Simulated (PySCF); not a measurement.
Species: C₅H₁₁P.
Z-matrix (Å and degrees, GFN2-xTB geometry), rows numbered from 1:
```
C 
C   1  1.4895
C   2  1.3271  1  125.05
P   3  1.8202  2  125.49  1    -3.43
C   4  1.8614  3   98.22  2   153.67
C   5  1.5223  4  114.49  3   -57.51
H   1  1.0893  2  109.98  3   127.51
H   1  1.0906  2  110.47  3  -113.78
H   1  1.0884  2  110.67  3     7.26
H   2  1.0843  1  115.38  3   179.26
H   3  1.0846  2  119.86  1  -176.86
H   4  1.4012  3   96.56  2    57.73
H   5  1.0939  4  106.84  3  -179.72
H   5  1.0947  4  107.14  3    65.74
H   6  1.0882  5  110.96  4    59.60
H   6  1.0892  5  110.34  4   179.91
H   6  1.0889  5  110.45  4   -60.26
```

Method used: PySCF, TDDFT B3LYP/def2-SVPD, vertical, gas phase, core orbitals frozen in the response.

Kohn–Sham orbitals with the atoms that hold most of them (Löwdin shares over 4%, at most four atoms; ? is withheld):

| orbital | ε (eV) | atoms |
| --- | --- | --- |
| LUMO+2 | 0.63 | C1 18%, C2 14%, P4 9%, C3 8% |
| LUMO+1 | 0.47 | P4 22%, C5 16%, C6 14%, H13 9% |
| LUMO | -0.12 | ? |
| HOMO | ? | ? |
| HOMO-1 | -7.79 | C3 32%, P4 22%, C2 19%, C1 6% |
| HOMO-2 | -8.78 | C5 22%, P4 21%, C3 13%, C2 9% |
| HOMO-3 | -9.18 | P4 21%, C5 16%, H12 16%, C3 10% |

Q: Which atoms hold the LUMO, and with what shares?

A: C3 (bonded to C, P and H) 29%; C2 (bonded to 2 C and H) 28%; P4 (bonded to 2 C and H) 16%; C1 (bonded to C and 3 H) 6%. By element: carbon 62% or more, phosphorus 16%.

Q: Give the leading atoms of the HOMO.

A: P4 (bonded to 2 C and H) 42%; C3 (bonded to C, P and H) 17%; C2 (bonded to 2 C and H) 17%; C5 (bonded to C, P and 2 H) 6%. By element: phosphorus 42%, carbon 40% or more.

Q: What is the HOMO energy, and the HOMO–LUMO gap?

A: ε(HOMO) = -6.13 eV; the gap is 6.01 eV (0.2209 hartree).

Q: How does S1 compare with the orbital gap of 6.01 eV?

A: S1 is at 5.45 eV (f = 0.119), 0.56 eV below the gap, made of HOMO→LUMO (88%). Without the coupling terms of the response equations the lowest excitation would equal the gap.

Q: One configuration dominates each of S1 and S2. Which, and how do the shares of the two leading atoms of either orbital change from the occupied to the empty one?

A: 
- S1 (5.45 eV, f 0.119), HOMO→LUMO (88%): P4 42% → 16%, C3 17% → 29%, C2 17% → 28%
- S2 (5.81 eV, f 0.091), HOMO→LUMO+1 (88%): P4 42% → 22%, C3 17% → at most 10%, C5 6% → 16%

Time: 23 s wall; peak memory 0.85 GiB. Hardware: one thread of an Intel Xeon 6975P-C, shared host.

One conformer stands for the species.
